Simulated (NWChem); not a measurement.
## Correlation energy of CH2

```
C
H 1 1.1231
H 1 1.1231 2 100.29
```
Charge 0, spin multiplicity 1.

All runs are NWChem calculations. Structure: optimised with B3LYP/def2-SVP, a minimum by its harmonic frequencies.

Basis set: cc-pVTZ. Each correlation energy counts from its own Hartree-Fock reference.

The correlated methods keep 1 core orbital frozen. The structure started from a generated list of species. Coupled-cluster values serve here as a point of comparison, not as the truth.

Task: One of these methods gave a correlation energy of -164.8 mHa. Which?
A) SCS-MP2
B) CCSD
C) RI-MP2
D) CCSD+T(CCSD)

Result: B, CCSD. The others give -169.7 (CCSD+T(CCSD)), -139.0 (RI-MP2), -149.1 (SCS-MP2).
